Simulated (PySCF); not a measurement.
**Relative stability**

The two ends of one reaction step of SiNH₄Cl, singlet (PBE0-D4/def2-TZVP).

A:

Si1  (-0.721, -0.314, -0.384)
H2  (1.130, 0.672, 2.032)
N3  (-0.182, 0.451, -1.654)
H4  (1.323, 1.021, 1.399)
H5  (-1.741, 0.306, 0.470)
Cl6  (-0.277, -2.154, 0.367)
H7  (0.512, 0.111, -2.302)
(Å)

B:

Si1  (-0.449, -0.119, 0.445)
H2  (-0.237, 0.544, 1.749)
N3  (0.606, 0.578, -0.691)
H4  (1.572, 0.740, -0.457)
H5  (-1.832, 0.011, -0.060)
Cl6  (-0.164, -2.142, 0.790)
H7  (0.499, 0.383, -1.674)
(Å)

Computed with PySCF 2.14 with density fitting (its default auxiliary sets; JK sets also for MP2 and CCSD(T)) (basis: def2-TZVPP); correlated methods freeze the cores. B3LYP uses VWN-RPA correlation.

(1) Which structure is lower at CCSD(T), and by how much? (An estimate is asked for; the value comes from the calculation.)

No T1 diagnostic of these runs exceeds 0.016.

Results:

(1) Computed: B, by 2.487 eV (electronic energy, against the other). By their contacts, A is a complex of SiNH₂Cl ([NH][SiH][Cl]) + H₂ and B is SiNH₄Cl ([NH2][SiH2][Cl]).

All methods give the same order:

```tsv
method	E(B) − E(A) (eV)
SPW92	-2.573
PBE-D4	-2.306
r2SCAN-D4	-2.457
PBE0-D4	-2.594
B3LYP-D4	-2.417
BHLYP-D4	-2.724
wB97M-V	-2.544
HF	-2.925
MP2	-2.457
CCSD	-2.601
CCSD(T)	-2.487
```

Labels in which every atom is bracketed show which atoms are joined, not bond orders.

For scale, one of the runs: CCSD(T)/def2-TZVPP, 171 basis functions, launched by `OMP_NUM_THREADS=4 python run.py`. Time: 2.8 min of wall clock on 4 CPU threads of an Arm Neoverse V2; the host was shared. Peak host memory: 1.4 GiB.
